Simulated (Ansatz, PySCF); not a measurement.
Species: C$_{3}$H$_{7}$, charge 0, doublet. C3H7 (SMILES [CH](C)C, doublet).
B3LYP-D3(BJ)/def2-TZVP minimum from Ansatz (a quantum-chemistry and plane-wave program):
```xyz
10

C      0.0078     0.5370    -0.0037
C      0.0099    -0.1884     1.2924
C      0.0104    -0.2064    -1.2896
H     -0.1967     1.6000    -0.0111
H      0.1792     0.4802     2.1373
H      0.1802     0.4505    -2.1437
H     -0.9463    -0.7046     1.4747
H      0.7800    -0.9680     1.3143
H      0.7806    -0.9861    -1.3004
H     -0.9456    -0.7250    -1.4652
```
Charge 0, spin multiplicity 2.

Wanted: enthalpy of formation at 298 K (by atomisation, with ideal-gas terms from PySCF's Hessian at B3LYP-D3(BJ)/def2-TZVP and the atoms' measured values of the G2/97 table; no spin-orbit terms), in kcal/mol. UHF or UKS for unpaired electrons; spin-orbit terms are left out. CBS(X,Y): correlation extrapolated as X^-3, Hartree-Fock from the larger set. A bracket is a step between two methods taken in the basis named. The functionals are non-relativistic, so their misses hold any scalar relativity. Double hybrids freeze cores in their MP2 part. '+ core + X2C': CCSD(T) terms for core correlation (cc-pwCVTZ) and scalar relativity (cc-pVTZ-DK). For partners of very few electrons the exact lower level stands in for a higher one.

Measured: 21.5 kcal/mol, 90.0 kJ/mol (G2/97 table in ASE (Curtiss et al.)); atomic spin-orbit terms, which the calculations lack, would raise the computed values.

Problem. How far off this value is PBE/def2-TZVPD (Ansatz), in which direction, and which of these levels come nearer: B3LYP/def2-TZVPD, PBE0/def2-TZVPD, wB97M-V/def2-TZVPD, B2PLYP/def2-TZVPD, CCSD(T)/CBS(cc-pVTZ,cc-pVQZ) + core + X2C?

Solution. PBE gives 8.7 kcal/mol, 12.8 kcal/mol below it. Errors of the others: B3LYP/def2-TZVPD (Ansatz) 1.3; PBE0/def2-TZVPD (Ansatz) -4.9; wB97M-V/def2-TZVPD (Ansatz) -0.6; B2PLYP/def2-TZVPD (Ansatz) 9.8; CCSD(T)/CBS(cc-pVTZ,cc-pVQZ) + core + X2C (Ansatz) -1.1; CCSD(T)/CBS(cc-pVTZ,cc-pVQZ) + [CCSDT(Q) - CCSD(T)]/cc-pVDZ + core + X2C (Ansatz) -1.4 kcal/mol. Nearer than PBE: B3LYP/def2-TZVPD, PBE0/def2-TZVPD, wB97M-V/def2-TZVPD, B2PLYP/def2-TZVPD, CCSD(T)/CBS(cc-pVTZ,cc-pVQZ) + core + X2C, CCSD(T)/CBS(cc-pVTZ,cc-pVQZ) + [CCSDT(Q) - CCSD(T)]/cc-pVDZ + core + X2C.
